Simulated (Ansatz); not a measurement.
```yaml
crystal:
  periodic: [false, false, false]
  atoms:
    - {symbol: Ta, position_ang: [-1.528663, -0.321181, -0.001294]}
    - {symbol: N, position_ang: [0.366074, -0.169710, 0.001406]}
    - {symbol: H, position_ang: [1.162590, 0.490891, -0.000112]}
basis:
  gaussian: {orbitals: def2-TZVP}
total_charge: 1
magnetization: {spin_polarized: true, initial_magnetization: 2}
hamiltonian: {xc: pbe0}
relax: {f_tol: 0.004, max_steps: 80}
```

```sh
$ ansatz run in.yaml --threads 1 --pin off --events-out ev --progress --plain --max-ram 2176MiB
```

Steps of the relaxation (energy above the last step; positions in Å, forces in eV/Å):

```
3
step 1, 932.2 meV
Ta   -1.529   -0.321   -0.001    6.096    0.234    0.010
N     0.366   -0.170    0.001   -5.899    0.531   -0.013
H     1.163    0.491    0.000   -0.197   -0.766    0.003
```

```
3
step 2, 173.9 meV
Ta   -1.410   -0.319   -0.001   -0.902   -0.503    0.001
N     0.279   -0.128    0.001    0.903    1.298   -0.004
H     1.131    0.447    0.000   -0.001   -0.795    0.004
```

```
3
step 3, 106.7 meV
Ta   -1.423   -0.337   -0.001   -0.028   -0.323    0.001
N     0.271   -0.090    0.001   -0.049    0.889   -0.004
H     1.152    0.427    0.000    0.077   -0.567    0.003
```

```
3
step 4, 27.8 meV
Ta   -1.443   -0.409   -0.001    0.954    0.290    0.000
N     0.216    0.069    0.000    0.216    0.000    0.000
H     1.226    0.340    0.001   -1.170   -0.290   -0.001
```

```
3
step 5, 0.3 meV
Ta   -1.425   -0.401   -0.001    0.115    0.034    0.000
N     0.222    0.063    0.000    0.003   -0.003    0.000
H     1.203    0.338    0.001   -0.118   -0.031    0.000
```

```
3
step 7, 0.0 meV
Ta   -1.422   -0.400   -0.001    0.000    0.000    0.000
N     0.222    0.063    0.000    0.000    0.000    0.000
H     1.200    0.338    0.001    0.000    0.000    0.000
```

Close pairs at the end: N2–H3 1.016 Å, Ta1–N2 1.709 Å, Ta1–H3 2.725 Å.

A stationary point of unrestricted PBE0 after 7 steps, with ⟨S²⟩ = 2.026 against 2.00 for a pure state; no frequencies were run, so it isn't proven a minimum. 2.7 min on 1 thread of Arm Neoverse V2, shared host.
